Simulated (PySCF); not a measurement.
Isomers of C2H2F2S, one GFN2-xTB conformer each. Single-point energies are computed at PBE0/def2-SVPD (PySCF, gas phase, no added dispersion term), electronic only.

Question: Rank them by PBE0/def2-SVPD energy, lowest first (kJ/mol).
A. `F[C@@H]1S[C@@H]1F`
B. `[F:1][CH:2]([F:3])[CH:4]=[S:5]` with F1–C2–C4–S5 -122°

Answer: B (0.0), A (9.1).

As drawn, the lower has two fluorines on one carbon and a C=S bond, which the higher lacks; the higher has a three-membered ring, which the lower lacks. Neighbours under 10 kJ/mol apart (FC(F)C=S and F[C@@H]1S[C@@H]1F) can change places with a better method, another conformer or zero-point energy. GFN2-xTB itself gives, in the same order: 13.6, 0.0. GFN2-xTB puts F[C@@H]1S[C@@H]1F lowest instead.

Question: Which frontier levels, dipoles and rotational constants go with these structures?

Answer: 
```csv
SMILES,"HOMO (eV, PBE0/def2-SVPD)",LUMO (eV),dipole (D),"A, B, C (MHz)"
FC(F)C=S,-7.44,-3.30,0.56,"9351, 2195, 1904"
F[C@@H]1S[C@@H]1F,-7.79,-0.51,2.49,"4818, 4600, 2746"
```
